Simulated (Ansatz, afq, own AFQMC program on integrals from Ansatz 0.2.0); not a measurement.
**BSiH, singlet in 6-31G, levels against full CI**

| atom | x (Å) | y (Å) | z (Å) |
| --- | --- | --- | --- |
| Si | 0.0000 | 0.0000 | 0.1742 |
| B | 0.0000 | 0.0000 | -1.8643 |
| H | 0.0000 | 0.0000 | 1.6901 |

Connectivity, by distances: SiH–B.

Basis 6-31G. Only valence electrons are correlated. Ansatz 0.2.0 and our own AFQMC program on the same integrals; the CISD trial comes from CCSD amplitudes, and released means the phaseless constraint is let go. ± is one standard error of the sampling.

Determinant: RHF, the one that the program's search chose, which needn't be the lowest solution. The geometry is a point of a scan.

Full CI on the same integrals is exact in this basis and with this determinant's frozen core.

Cautions: higher spins were not checked; restricted determinant unstable towards unrestricted (UHF 961 meV lower, ⟨S²⟩ 1.79); strong correlation (T1 0.043, weight of the determinant 0.82, largest double 0.14); the CCSDT(Q) amplitudes may be one of several solutions (largest double 0.55); the CCSDTQ amplitudes may be one of several solutions (largest double 0.93); the released energies are still falling, so no released level is given (meV from the phaseless value at times in 1/Eh: -8 ± 4 at 0.24, -19 ± 4 at 0.51, -26 ± 4 at 0.99, -34 ± 5 at 1.62, -45 ± 5 at 2.40); the determinant fills πx and πy unequally, so it mixes two states of the linear molecule, and each level undoes that mixture to a different degree, while full CI gives the lower state, and by Hund's rule a triplet of that filling probably lies lower still; CCSDTQ on the UHF determinant differs (841 meV lower), perhaps since the unrestricted series falls towards higher spin.

* T1 diagnostic: 0.0431
* weight of the determinant in the CISD state: 0.824
* size of the correlated space: 8 electrons in 18 orbitals

| level | correlation energy (eV) |
| --- | --- |
| MP2 | -2.3874 |
| CCSD | -3.3744 |
| CCSD(T) | -3.5497 |

(1) Estimate where full CI lies against CCSD(T) on the same integrals.

(1) 145.3 meV below CCSD(T).

Reference: full CI, correlation energy -3.695 eV. The cautions show a poor starting determinant, so the rows tell how each method copes with it here, and full CI is the sure value.

| level | E − E(reference) (meV) | share of correlation (%) |
| --- | --- | --- |
| CCSD(T) | 145.3 | 96.07 |
| CCSDT | 67.5 | 98.17 |
| CCSDT(Q) | 25.3 | 99.31 |
| CCSDTQ | 4.7 | 99.87 |
| ph-AFQMC/HF | 98.1 ± 20.1 | 97.34 |
| ph-AFQMC/CISD | 128.2 ± 4.6 | 96.53 |

CCSDT and higher add their correlation energy to the determinant of the CCSD(T) run, since their own runs factorise the integrals more tightly (a shift of under 2 meV).
